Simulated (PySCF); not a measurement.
**SF₄, singlet: structure and spectrum**

Computed with PBE0/[S def2-SVP, F def2-SVP], no relativity, density fitting, PySCF.

The structure is a minimum.

```
Point group                                                                   : C2v
Bond lengths                                                                  : S–F 1.581 Å (×2), S–F 1.658 Å (×2)
Bond angles                                                                   : F–S–F 87.5° (×4), F–S–F 101.2°, F–S–F 172.2°
Rotational constants                                                          : 0.214, 0.1338, 0.1049 cm⁻¹
Zero-point energy                                                             : 31.6 kJ/mol
Principal polarisabilities                                                    : 15.0, 20.0, 25.3 bohr³
Atomisation energy without zero-point energy                                  : 1259 kJ/mol
Dipole moment                                                                 : 0.97 D
Rotational symmetry number                                                    : 2
Entropy at 298.15 K and 1 bar                                                 : 295.0 J/(mol K)
Lowest empty level                                                            : -2.03 eV
Enthalpy at 298.15 K above 0 K                                                : 14.98 kJ/mol
Principal quadrupole moments (Buckingham, traceless) about the centre of mass : -6.30, 2.58, 3.73 D Å
Highest occupied level                                                        : -9.79 eV
Heat capacity Cp at 298.15 K                                                  : 74.3 J/(mol K)
```

Harmonic modes (masses in u: S 31.972, F 18.998):
```json
{"symmetry": "a1", "ω (cm⁻¹)": "216", "IR (km/mol)": "0.4", "type": "bend"}
{"symmetry": "b1", "ω (cm⁻¹)": "344", "IR (km/mol)": "12.3", "type": "bend"}
{"symmetry": "a2", "ω (cm⁻¹)": "449", "IR (km/mol)": "0.0", "type": "bend"}
{"symmetry": "a1", "ω (cm⁻¹)": "518", "IR (km/mol)": "26.4", "type": "bend"}
{"symmetry": "b2", "ω (cm⁻¹)": "518", "IR (km/mol)": "4.2", "type": "bend"}
{"symmetry": "a1", "ω (cm⁻¹)": "602", "IR (km/mol)": "3.6", "type": "stretch"}
{"symmetry": "b2", "ω (cm⁻¹)": "835", "IR (km/mol)": "584", "type": "stretch"}
{"symmetry": "b1", "ω (cm⁻¹)": "887", "IR (km/mol)": "168", "type": "stretch"}
{"symmetry": "a1", "ω (cm⁻¹)": "907", "IR (km/mol)": "123", "type": "mixed"}
```

In C2v the vibrations span 4a1 + 2b1 + a2 + 2b2. The a2 mode carries no infrared intensity, as symmetry demands.

Charges (e):
```json
{"atom": "S1", "Mulliken": "1.34", "Löwdin": "1.11", "polar tensor": "2.40", "Mayer order to S1": "–"}
{"atom": "F2,3", "Mulliken": "-0.39", "Löwdin": "-0.34", "polar tensor": "-0.67", "Mayer order to S1": "0.84"}
{"atom": "F4,5", "Mulliken": "-0.28", "Löwdin": "-0.22", "polar tensor": "-0.53", "Mayer order to S1": "0.97"}
```

Mulliken populations on S1: s 5.77, p 8.36, d 0.53.

Counting electrons, sulfur keeps 2 of its valence electrons outside its bonds, so the VSEPR class is AX4E1 and the expected shape is see-saw (C2v), as computed.

The final relaxation and frequency run took roughly 60 core-seconds on a shared host.
